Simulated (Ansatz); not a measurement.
## Si17Ge7: can entropy hold this alloy together?

Computed with DFT r2SCAN, scalar-relativistic, plane waves, PAW (Ansatz 0.2.0).

Plane waves to 500 eV, a k mesh through Γ of 5×5×4 on the computed 24-atom cell and Gaussian smearing (0.02 eV); no spin polarisation.

Cells of 24 atoms on a diamond lattice, 17 Si, 7 Ge, each occupation relaxed without symmetry on a coarser mesh and computed once more. α is the first-shell Warren–Cowley parameter of unlike pairs (negative: unlike neighbours in excess, 0: random). ΔH counts from the elements in their standard crystals.

```
cell      α  ΔH (meV/atom) V (Å³/atom) rms shift from sites (Å)
   1  -0.01              7        20.83                      0.03
   2  -0.41             10        20.79                      0.02
   3   0.19              6        20.84                      0.04
```

**Question.** Weigh the mixing energy against the ideal entropy.

**Answer.** Ideal mixing gives S = −k_B Σ x ln x = 0.604 k_B per atom (5.0 J/(mol K)), worth 52 meV/atom at 1000 K. The cell nearest to random, 1, has ΔH = 7 meV/atom. Against the pure elements it breaks even at T = ΔH/S = 140 K; above that the solution beats the pure elements, but parting into two partly mixed solutions pays up to a higher temperature (2ΔH/k_B, 1.4 times as high, for a regular binary solution at equal shares), and compounds may beat both. ΔH includes the cost of putting the elements on this lattice where they prefer another, and what the coarser relaxation leaves, which can only raise it; vibrational entropy is left out. An error of 8 meV/atom in ΔH, as mesh and relaxation can leave, moves such a temperature by 150 K.

**Question.** Does the alloy prefer like or unlike neighbours?

**Answer.** Across α from -0.41 to 0.19 the energy spans 3 meV/atom, a slope of -5 meV/atom per unit of α. That is within the noise of mesh and relaxation (about 8 meV/atom), so these cells show no preference.

The final mesh leaves forces up to 0.04 eV/Å and stresses up to 1.0 GPa.

Cost: 6 runs of about 37 core-minutes in all (earlier runs that led there not counted), on Intel Xeon Platinum 8488C (Sapphire Rapids) (shared hosts).